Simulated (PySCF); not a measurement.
Breaking a bond: SMILES C#N, singlet. The C1–H3 bond (C1 also carries N; H3 carries nothing else) is pulled apart rigidly from the PBE0/def2-TZVP optimised geometry.

Levels: NEVPT2 = SC-NEVPT2 on CASSCF(2,2)/6-31G, all electrons correlated (PySCF); RHF/6-31G (PySCF); RCCSD = CCSD on RHF/6-31G, 2 core orbitals frozen (PySCF).

Energies are in mEh, each relative to the lowest point of its own curve near equilibrium.

```tsv
R / Å	NEVPT2	RHF	RCCSD
0.85	58.4	50.9	56.6
0.91	27.6	22.0	26.4
0.96	12.1	8.2	11.3
1.00	4.8	2.3	4.3
1.03	1.6	0.2	1.4
1.07	0.0	0.0	0.0
1.09	0.1	0.8	0.2
1.14	2.5	5.1	2.9
1.17	5.2	8.9	5.8
1.23	12.5	18.5	13.4
1.33	28.7	38.8	30.0
1.44	49.2	64.1	50.9
1.60	79.7	102.3	81.8
1.78	111.0	143.8	113.6
1.91	130.5	171.7	133.4
2.16	159.3	219.3	163.2
2.33	172.8	247.2	177.7
2.59	185.5	283.5	192.4
2.86	192.1	313.8	201.0
3.22	195.6	344.7	206.7
3.72	197.0	374.1	209.9
```

At the longest distance, 3.72 Å, RHF lies highest above its minimum (374.1 mEh) and NEVPT2 lowest (197.0 mEh).

The restricted form behind RHF keeps the bonding electrons paired and can't separate into open-shell fragments. The T1 diagnostic of CCSD on the restricted reference of RCCSD exceeds 0.045 at 2.33 to 3.72 Å.
